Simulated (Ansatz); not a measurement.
A structure relaxed at PBE0-D4/def2-TZVP, charge 0, multiplicity 1:

Cartesian coordinates in Å:
```
C 1.229 0.940 -1.261
N 1.093 0.093 -0.094
C 0.055 -0.425 0.252
C -1.027 -0.999 0.728
F -1.343 -2.258 0.346
S -2.126 -0.146 1.755
H 1.989 0.507 -1.913
H 1.595 1.915 -0.934
H 0.294 1.063 -1.813
H -1.759 -0.690 2.935
```

Q: Give its formula and SMILES.

A: C3H4FNS, `CN=C=C(F)S`.

Q: Summarise the bond lengths by kind.

A: 2 × C–N 1.211 to 1.448 Å; 3 × C–H 1.091 to 1.093 Å; 1 × C–C 1.314 Å; 1 × C–F 1.353 Å; 1 × C–S 1.729 Å; 1 × H–S 1.350 Å.

Program: Ansatz 0.2.0.
